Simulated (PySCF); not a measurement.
PySCF input (CCSD(T)/cc-pVDZ):

```python
from pyscf import gto, scf, mp, cc as ccmod

mol = gto.M(
    atom='''
    C     0.01225366   -0.24478813   -1.08693639
    Cl   -0.00641773    0.12820516    0.56927130
    H     0.96940014   -0.33504208   -1.57184899
    H    -0.93382079   -0.37571690   -1.58414476
    ''',
    basis='cc-pvdz',
    charge=0,
    spin=1,
    verbose=4,
)

mf = scf.UHF(mol)
mf.conv_tol = 1e-10
mf.max_cycle = 100
mf.kernel()
mo, _, stable, _ = mf.stability(return_status=True)
if not stable:
    mf.kernel(mf.make_rdm1(mo, mf.mo_occ))
mp2 = mp.MP2(mf, frozen=6).run()
cc = ccmod.CCSD(mf, frozen=6)
cc.max_cycle = 100
cc.kernel()
et = cc.ccsd_t()
print(f'E(CCSD(T)) = {cc.e_tot + et:.9f}')
```

End of the output:

```
Extra cycle  E= -498.485952307215  delta_E= -8.3e-12  |g|= 1.39e-06  |ddm|= 3.11e-06
converged SCF energy = -498.485952307215  <S^2> = 0.76508475  2S+1 = 2.0150283
uhf_internal: lowest eigs of H = [0.41036129 0.51022201 0.54477343]
<class 'pyscf.scf.uhf.UHF'> wavefunction is stable in the internal stability analysis

******** <class 'pyscf.mp.ump2.UMP2'> ********
nocc = (np.int64(7), np.int64(6)), nmo = (36, 36)
frozen orbitals 6
E(UMP2) = -498.740663470533  E_corr = -0.254711163317724
E(SCS-UMP2) = -498.736359317857  E_corr = -0.250407010641439
E_corr(same-spin) = -0.0637458292382656
E_corr(oppo-spin) = -0.190965334079459

******** <class 'pyscf.cc.uccsd.UCCSD'> ********
CC2 = 0
CCSD nocc = (np.int64(7), np.int64(6)), nmo = (36, 36)
frozen orbitals 6
max_cycle = 100
direct = 0
conv_tol = 1e-07
conv_tol_normt = 1e-06
diis_space = 6
diis_start_cycle = 0
diis_start_energy_diff = 1e+09
Init t2, MP2 energy = -0.254711162309007
Init E_corr(UCCSD) = -0.254711162310926
cycle = 1  E_corr(UCCSD) = -0.275243381653395  dE = -0.0205322193  norm(t1,t2) = 0.0581147
cycle = 2  E_corr(UCCSD) = -0.281205401846355  dE = -0.00596202019  norm(t1,t2) = 0.020324
cycle = 3  E_corr(UCCSD) = -0.283516243651368  dE = -0.00231084181  norm(t1,t2) = 0.0124009
cycle = 4  E_corr(UCCSD) = -0.284311885039139  dE = -0.000795641388  norm(t1,t2) = 0.00495804
cycle = 5  E_corr(UCCSD) = -0.284156665980398  dE = 0.000155219059  norm(t1,t2) = 0.00248851
cycle = 6  E_corr(UCCSD) = -0.284174449694222  dE = -1.77837138e-05  norm(t1,t2) = 0.000505532
cycle = 7  E_corr(UCCSD) = -0.284176600234799  dE = -2.15054058e-06  norm(t1,t2) = 0.000168642
cycle = 8  E_corr(UCCSD) = -0.284173114062625  dE = 3.48617217e-06  norm(t1,t2) = 6.55959e-05
cycle = 9  E_corr(UCCSD) = -0.28417254846458  dE = 5.65598045e-07  norm(t1,t2) = 2.1998e-05
cycle = 10  E_corr(UCCSD) = -0.284172356914239  dE = 1.9155034e-07  norm(t1,t2) = 7.43214e-06
cycle = 11  E_corr(UCCSD) = -0.284172350154718  dE = 6.75952083e-09  norm(t1,t2) = 1.9639e-06
cycle = 12  E_corr(UCCSD) = -0.284172344023272  dE = 6.13144635e-09  norm(t1,t2) = 7.78479e-07
UCCSD converged
E(UCCSD) = -498.7701246512383  E_corr = -0.2841723440232721
UCCSD(T) correction = -0.00653614775259989
E(CCSD(T)) = -498.776660799
```

It need not be the lowest isomer of its formula.
